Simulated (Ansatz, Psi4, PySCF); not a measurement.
Energy of full hydrogenation, enthalpy at 298 K: 9 cases among silicon compounds with O, N or halogens, in kcal/mol, species as SMILES. Each species takes up H2 until only one-heavy-atom hydrides (CH4, NH3, H2O, HF, SiH4 and the like) are left. Set-up: frozen cores in correlated levels; spin-orbit terms left out; no dispersion term unless named; non-relativistic; six Cartesian d functions in 6-31G* and its kin unless marked 5d; 6-311+G** with 5d, 6d on Na to Ar in Ansatz (a first-principles code). Basis-set limits of correlation are two-point, X^-3; Hartree-Fock from the larger set. First-principles rows: single points at B3LYP-D3(BJ) geometries (Ansatz), with unscaled harmonic terms from B3LYP/6-31G* (Ansatz) at its own minima.

Coupled cluster (Ansatz) is a level with limits of its own, used here on species with T1 under 0.025 (0.045 for open shells) and stable references: CCSD(T)/CBS(cc-pV(T+d)Z,cc-pV(Q+d)Z).

```
species                                     atoms  coupled cluster  difference of HF/6-31G* (Ansatz)  difference of BLYP/6-31G* (Ansatz)  difference of M06-2X/6-311+G** (PySCF)  difference of wB97X-D/6-311+G** (Psi4)  difference of MP2/6-31G* (Ansatz)  difference of wB97M-V/def2-TZVPD (Ansatz)  difference of wB97X-V/def2-TZVPD (Ansatz)
------------------------------------------  -----  ---------------  --------------------------------  ----------------------------------  --------------------------------------  --------------------------------------  ---------------------------------  -----------------------------------------  -----------------------------------------
N[Si](F)(F)F                                    7            114.9                               7.7                                27.8                                   -16.6                                   -31.1                               31.3                                       -3.2                                       -4.6
[SiH3][SiH2]Cl                                  8             14.9                              -9.3                                -0.8                                    -0.3                                    -4.6                                4.7                                       -1.8                                       -1.5
N[SiH](N)N                                     11             38.3                             -15.1                                -4.8                                    -0.6                                   -11.9                                6.1                                       -1.8                                       -3.6
N[Si](N)(N)Cl                                  11             62.7                             -16.3                                -3.7                                    -0.4                                   -14.8                               11.5                                       -1.9                                       -4.4
N[SiH2][SiH2]N                                 12             11.7                             -17.3                                -3.0                                     0.3                                    -8.1                                5.1                                       -2.5                                       -2.6
C=C[Si](O)(O)O [ethenyl(trihydroxy)silane]     12             23.2                             -19.0                                 7.4                                    -7.6                                   -25.3                               16.6                                       -3.6                                       -7.3
[SiH3]OCO[SiH3] [silyloxymethoxysilane]        13             -2.9                              -1.3                                16.2                                    -1.2                                   -14.8                               20.7                                       -0.3                                        0.5
O([SiH](C)C)C=O [dimethylsilyl formate]        14            -27.5                              -8.8                                23.4                                     1.8                                    -9.5                               27.1                                        1.3                                        0.6
COC[SiH2][SiH3]                                15            -57.1                             -11.7                                12.7                                     4.5                                    -2.9                               14.2                                       -0.2                                        1.6
```

| level | cases | mean signed difference | mean absolute difference | median absolute difference | largest absolute difference |
|---|---|---|---|---|---|
| HF/6-31G* (Ansatz) | 9 | -10.12 | 11.83 | 11.70 | 19.0 |
| BLYP/6-31G* (Ansatz) | 9 | 8.36 | 11.09 | 7.40 | 27.8 |
| M06-2X/6-311+G** (PySCF) | 9 | -2.23 | 3.70 | 1.20 | 16.6 |
| wB97X-D/6-311+G** (Psi4) | 9 | -13.67 | 13.67 | 11.90 | 31.1 |
| MP2/6-31G* (Ansatz) | 9 | 15.26 | 15.26 | 14.20 | 31.3 |
| wB97M-V/def2-TZVPD (Ansatz) | 9 | -1.56 | 1.84 | 1.80 | 3.6 |
| wB97X-V/def2-TZVPD (Ansatz) | 9 | -2.37 | 2.97 | 2.60 | 7.3 |

HF/6-31G* lies above in 1 of 9 cases and within 2 kcal/mol in 1; mean signed difference -10.12 kcal/mol, mean absolute 11.83 kcal/mol (14.12 over the 6 cases of up to 12 atoms, 7.27 over the larger). These figures hold for the species listed.

How the rows were picked: cases drawn at random among the computed members of the class with clean coupled-cluster diagnostics. The batch they came from held 35 cases of this property in the class: 3 with a tabulated value, 31 with clean coupled cluster alone, 1 with neither, which enter no statistics. The levels are drawn from those run on every case listed, the commonest habits more often. No case is left out for the size of its miss. Left out are saddle points of the reference geometry, anions that the best level run finds unbound, excited spin states, species near biochemistry, 298 K rows of species without real B3LYP wavenumbers, cases with under five habitual levels, runs that failed or that the program found above a lower state of the same kind, table entries that another table contradicts, and a share of species set aside by lot.
